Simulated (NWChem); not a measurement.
**Correlation energy of OS**

```xyz
2

O      0.0000     0.0000     1.0012
S      0.0000     0.0000    -0.5006
```
Charge 0, spin multiplicity 3.

All runs are NWChem calculations. Structure: optimised with UPBE0/def2-SVP, a minimum by its harmonic frequencies.

Basis set: cc-pVTZ. Each correlation energy counts from its own Hartree-Fock reference.

The correlated methods keep 6 core orbitals frozen. The structure started from a generated list of species. The unpaired electrons of the parent sit in orbitals of symmetry b1 and b2 (C2v labels of the run); other states weren't searched. The stability of the SCF solutions was not checked. Open-shell Hartree-Fock references start from PBE0 orbitals. Coupled-cluster values serve here as a point of comparison, not as the truth.

| method | correlation energy (mHa) |
|---|---|
| CCSD(T) on ROHF | -426.7 |
| SCS-UMP2 | … |
| URI-MP2 | -377.1 |
| CCSD on ROHF | … |
| CCSD[T] on ROHF | -428.0 |
| CCSD(T) on UHF | -408.3 |
| CCSD[T] on UHF | … |
| UMP2 | -377.1 |
| CCSD on UHF | … |

Task: Some entries are withheld; supply them.

Result: 
- SCS-UMP2, correlation energy (mHa): -362.0
- CCSD on ROHF, correlation energy (mHa): -406.0
- CCSD[T] on UHF, correlation energy (mHa): -409.3
- CCSD on UHF, correlation energy (mHa): -389.6
